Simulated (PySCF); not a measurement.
**cyclopentane: calculation against experiment**

**What was measured.**

NIST CCCBDB Release 22 (SRD 101), experimental polarizabilities lists, for the gas: mean polarisability 9.17 Å³.

The results are set against them at the end.

Compound: cyclopentane, C5H10.
Numbering: `[CH2:1]1[CH2:2][CH2:3][CH2:4][CH2:5]1` (hydrogens: H6, H7 on C1; H8, H9 on C2; H10, H11 on C3; H12, H13 on C4; H14, H15 on C5)

Geometry (GFN2-xTB, Å), atoms numbered from 1 in this order:
```xyz
15
C5H10 angstrom
C      0.4447    0.8483    0.8433
C      1.2684   -0.1766    0.0639
C      0.2368   -1.1480   -0.5370
C     -1.1353   -0.4712   -0.3695
C     -0.8225    0.9771    0.0054
H      0.1951    0.4581    1.8315
H      0.9691    1.7948    0.9688
H      1.9938   -0.6877    0.6954
H      1.8163    0.3279   -0.7334
H      0.2563   -2.1084   -0.0223
H      0.4544   -1.3354   -1.5882
H     -1.6902   -0.9459    0.4410
H     -1.7393   -0.5407   -1.2731
H     -0.6117    1.5616   -0.8917
H     -1.6404    1.4541    0.5439
```

The PySCF runs (gas phase, on this GFN2-xTB geometry; no spin–orbit coupling):

| level | job | basis functions | wall time |
| --- | --- | --- | --- |
| CAM-B3LYP/def2-SVPD | 8 singlets by full TDDFT, 3 Tamm–Dancoff triplets, polarisability | 180 | 26 s |

Hardware: one thread of an x86-64 server, no GPU, on a shared host.

## Comparison

**Mean polarisability.** Measured: 9.17 Å³ (NIST CCCBDB Release 22 (SRD 101), experimental polarizabilities).

| level | computed (Å³) | computed − measured (Å³) | % (from the printed values) |
| --- | --- | --- | --- |
| CAM-B3LYP/def2-SVPD | 8.47 | -0.70 | -8 |

The computed values are static and purely electronic, with core orbitals frozen in the response (1 au = 0.148185 Å³). The table of measured values doesn't say here whether a value is static or optical, or holds a vibrational part.

No measured geometry was used, and the causes of the misses weren't examined.
